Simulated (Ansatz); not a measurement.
Calculated with Ansatz (gas phase, PBE0-D4/def2-TZVP geometries, no zero-point term in ΔE). CCSD(T)/CBS adds triple-zeta CCSD(T) − MP2 to the extrapolated MP2 energy (def2 sets, frozen cores). This one scheme is used for every species. DFT in def2-TZVPP. One conformer a species, not always the lowest.

Consider the substitution at a C–O bond: `OCCCS` + H–F → `FCCCS` + H₂O.

Problem. Is it downhill or uphill in electronic energy at CCSD(T)/CBS, and by how much? (An estimate is asked.)

Solution. Computed: Downhill: ΔE = -2.2 kcal/mol.

Problem. What do these levels give: PBE0-D4, ωB97M-V, HF/def2-TZVPP, HF/def2-QZVPP, SCS-MP2/def2-QZVPP, CCSD/CBS(def2)? (An estimate is asked.)

Solution. Computed: PBE0-D4 -2.7, ωB97M-V -3.4, HF/def2-TZVPP -3.9, HF/def2-QZVPP -3.8, SCS-MP2/def2-QZVPP -2.0, CCSD/CBS(def2) -2.3 kcal/mol.

Largest T1 diagnostic among the species: 0.010.

In def2-TZVPP, CCSD(T) changes the Hartree–Fock value by +1.8 kcal/mol (the triples alone add +0.2 kcal/mol) and MP2 by +2.5 kcal/mol.
